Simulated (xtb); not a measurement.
xtb input (GFN1-xTB):

```bash
xtb mol.xyz --gfn 1 --sp --chrg 0 --uhf 0
```
mol.xyz:
```
6

C      0.00789295     0.76166946    -0.01439154
C     -0.00789295    -0.76166946     0.01439154
O      1.03758682     1.37942623    -0.02599294
H     -0.99194739     1.23600258    -0.02342361
O     -1.03758682    -1.37942623     0.02599294
H      0.99194739    -1.23600258     0.02342361
```

End of the output:

```
         :::::::::::::::::::::::::::::::::::::::::::::::::::::
         ::                     SUMMARY                     ::
         :::::::::::::::::::::::::::::::::::::::::::::::::::::
         :: total energy             -14.631037880342 Eh    ::
         :: gradient norm              0.018815246143 Eh/a0 ::
         :: HOMO-LUMO gap              2.172529483268 eV    ::
         ::.................................................::
         :: SCC energy               -14.756096271778 Eh    ::
         :: -> electrostatic           0.084098672194 Eh    ::
         :: repulsion energy           0.126291370563 Eh    ::
         :: dispersion energy         -0.001232979127 Eh    ::
         :: halogen bond corr.         0.000000000000 Eh    ::
         :: add. restraining           0.000000000000 Eh    ::
         :: total charge               0.000000000000 e     ::
         :::::::::::::::::::::::::::::::::::::::::::::::::::::

           -------------------------------------------------
          |                Property Printout                |
           -------------------------------------------------

    * Orbital Energies and Occupations

         #    Occupation            Energy/Eh            Energy/eV
      -------------------------------------------------------------
         1        2.0000           -0.8426813             -22.9305
         2        2.0000           -0.8356297             -22.7386
         3        2.0000           -0.7207548             -19.6127
         4        2.0000           -0.6889129             -18.7463
         5        2.0000           -0.6521831             -17.7468
         6        2.0000           -0.6413057             -17.4508
         7        2.0000           -0.6404493             -17.4275
         8        2.0000           -0.6119282             -16.6514
         9        2.0000           -0.5948160             -16.1858
        10        2.0000           -0.5357382             -14.5782
        11        2.0000           -0.4677743             -12.7288 (HOMO)
        12                         -0.3879353             -10.5563 (LUMO)
        13                         -0.2728929              -7.4258
        14                         -0.1506609              -4.0997
        15                         -0.1352632              -3.6807
        16                          0.0483925               1.3168
        17                          0.2282744               6.2117
Note: The following floating-point exceptions are signalling: IEEE_DENORMAL
normal termination of xtb
        18                          0.2522009               6.8627
        19                          0.5319287              14.4745
        20                          0.7439015              20.2426
      -------------------------------------------------------------
                  HL-Gap            0.0798390 Eh            2.1725 eV
             Fermi-level           -0.4278548 Eh          -11.6425 eV

  Mulliken/CM5 charges         n(s)   n(p)   n(d)
     1C     0.37527  0.36593   1.067  2.558  0.000
     2C     0.37527  0.36593   1.067  2.558  0.000
     3O    -0.42687 -0.48072   1.729  4.698  0.000
     4H     0.05159  0.11479   0.948  0.000  0.000
     5O    -0.42687 -0.48072   1.729  4.698  0.000
     6H     0.05159  0.11479   0.948  0.000  0.000

Wiberg/Mayer (AO) data.
largest (>0.10) Wiberg bond orders for each atom

 ---------------------------------------------------------------------------
     #   Z sym  total        # sym  WBO       # sym  WBO       # sym  WBO
 ---------------------------------------------------------------------------
     1   6 C    3.827 --     3 O    1.898     4 H    0.939     2 C    0.929
     2   6 C    3.827 --     5 O    1.898     6 H    0.939     1 C    0.929
     3   8 O    2.043 --     1 C    1.898
     4   1 H    1.006 --     1 C    0.939
     5   8 O    2.043 --     2 C    1.898
     6   1 H    1.006 --     2 C    0.939
 ---------------------------------------------------------------------------

Topologies differ in total number of bonds
Writing topology from bond orders to xtbtopo.mol

 dipole moment from electron density (au)
     X       Y       Z
  -0.0000   0.0000  -0.0000  total (Debye):    0.000

           -------------------------------------------------
          | TOTAL ENERGY              -14.631037880342 Eh   |
          | GRADIENT NORM               0.018815246143 Eh/α |
          | HOMO-LUMO GAP               2.172529483268 eV   |
           -------------------------------------------------

------------------------------------------------------------------------
------------------------------------------------------------------------
 total:
 SCF:
```
